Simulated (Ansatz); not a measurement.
Basis-set series for `C=NCF`. Charge 0, multiplicity 1. The geometry is a stationary point of PBE0-D4/def2-TZVP. It is one conformer, not always the lowest.

```csv
functional,basis,functions,energy (Eh),HOMO (eV),LUMO (eV)
PBE0-D4,def2-SVP,76,-232.75222,-7.78,-0.33
PBE0-D4,def2-QZVPP,348,-233.03839,-8.01,-0.66
ωB97M-V,def2-SVP,76,-232.91219,-10.15,2.03
ωB97M-V,def2-QZVPP,348,-233.20770,-10.41,1.46
```

(1) Give the rows for def2-TZVPP. (An estimate is asked.)

## Answers

(1) The calculation gave: 
```tsv
functional	basis	functions	energy (Eh)	HOMO (eV)	LUMO (eV)
PBE0-D4	def2-TZVPP	180	-233.02576	-7.97	-0.58
ωB97M-V	def2-TZVPP	180	-233.19550	-10.37	1.65
```

Positive LUMOs are unbound and depend on the basis.

All numbers were calculated with Ansatz.
